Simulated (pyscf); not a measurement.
`[SiH3][SiH3]` + `[FH]` -> `[F][SiH2][SiH3]` + `[H][H]` (four-centre exchange; singlet surface; H–Si, F–H broken, F–Si, H–H formed). Single points on ωB97X-D3(BJ)/def2-SVP structures (PySCF, gas phase). Rate constants from transition-state theory, ωB97M-D3(BJ)/def2-TZVP energies (ideal gas, 1 atm, RRHO with modes under 100 cm⁻¹ raised to 100, one conformer, R ln 2 for chiral ones without a mode under 150 cm⁻¹; no tunnelling), k in cm³ molecule⁻¹ s⁻¹.

```tsv
T (K)	1000/T	log10 k
298	3.354	-35.01
600	1.667	-23.42
900	1.111	-19.47
1200	0.833	?
```

Task: Fit an Arrhenius line to the three values, give the activation energy, and predict k at 1200 K.

Result: Least squares gives log10 k = -11.83 − 6.91 × 1000/T, so Ea = 6.91 × ln 10 × 1.987 = 31.6 kcal/mol, against an electronic barrier of 31.1. At 1200 K the line gives -17.59; the computed value is -17.40 (ΔG‡ = 66.0 kcal/mol), a factor 1.5 over the line, since the plot is curved. At the saddle there is also a short H–Si contact that neither side keeps. This is the saddle that the search found; another between the same sides may lie lower.
